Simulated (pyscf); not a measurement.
H₂Si=S + hydrogen (H₂) → H₂S + silylene (SiH₂) [singlet], a concerted two-bond exchange (singlet surface; S–Si, H–H broken, H–S, H–S formed). Structures and frequencies: ωB97X-D3(BJ)/def2-SVP in PySCF. Energies in eV from the separated reactants.

Small-basis levels: PySCF, no dispersion term, spherical d functions. AM1 to PM7: differences of heats of formation from MOPAC, which are fitted to 298 K values and so differ in kind from electronic energies by zero-point and thermal terms. GFN2-xTB: tblite. 

| level | barrier | reaction energy |
|---|---|---|
| HF/STO-3G | 3.84 | +0.57 |
| HF/6-31G* | 3.80 | +1.28 |
| MP2/6-31G* | 3.56 | +1.97 |
| SVWN5/6-31G* | 2.13 | +1.82 |
| BP86/6-31G* | 2.58 | +1.74 |
| B3LYP/LANL2DZ | 2.77 | +1.39 |
| M06-2X/6-31G* | 2.99 | +1.63 |
| B3LYP/6-311+G** | … | +1.44 |
| B3LYP/def2-SVP | 2.57 | +1.47 |
| GFN2-xTB | … | +1.98 |
| AM1 | 1.79 | +1.65 |
| PM3 | 1.52 | +2.21 |
| ωB97M-D3(BJ)/def2-TZVP | … | +1.52 |

Task: Some entries are withheld; supply them.

Result: 
- B3LYP/6-311+G**, barrier: 2.65
- GFN2-xTB, barrier: 3.33
- ωB97M-D3(BJ)/def2-TZVP, barrier: 2.74

Against the last row the barrier runs from -1.22 (PM3) to +1.10 eV (HF/STO-3G). At PM3 this geometry lies under one side, so the entry may be no barrier of that level: it is a single point on another level's saddle. ωB97M-D3(BJ)/def2-TZVP has limits of its own. On the product side the descent ends in an adduct with a S–Si contact, 0.95 eV under the separated species and 2.05 eV under the saddle at ωB97X-D3(BJ)/def2-TZVP. What is counted as broken (S–Si) persists as a longer contact in the product adduct; parting that adduct is a step of its own. At ωB97X-D3(BJ)/def2-TZVP the barrier from the zero used here is 2.85 eV. The same reactants have a lower exit, to H₃Si–SH (barrier +0.94 eV at ωB97M-D3(BJ)/def2-TZVP, against +2.74 eV here). One saddle was located; it need not be the lowest between these sides.
